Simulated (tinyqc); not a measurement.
Worked calculation: Hueckel theory of the pi electrons with the omega technique, for the molecule [CH2-]C=N (SMILES; centres numbered as the heavy atoms are written). One step of it, computed by the program tinyqc.

Question. Orbitals, round 2. Diagonalise; E = alpha + x beta with beta < 0, so the largest x are filled first; degenerate levels share their electrons. P = sum n_i c_ri c_si; each orbital has its largest coefficient positive (the first on a tie).

matrix after round 1, lower triangle:
```
           1C        2C        3N
1C  -0.163942
2C   1.000000  0.024808
3N   0.000000  1.000000  0.189134
```

pi electrons, sum of z_r less the charge = 4

Give: x values; occupations; coefficients; charge and bond-order matrix P.

Answer.

x values: 1.444  0.013  -1.407

occupations: 2.000  2.000  0.000

coefficients:
```
      MO1     MO2     MO3
1C  0.437  -0.701  -0.563
2C  0.703  -0.124   0.700
3N  0.560   0.702  -0.439
```

charge and bond-order matrix P, lower triangle:
```
        1C     2C     3N
1C   1.365
2C   0.789  1.020
3N  -0.494  0.614  1.615
```
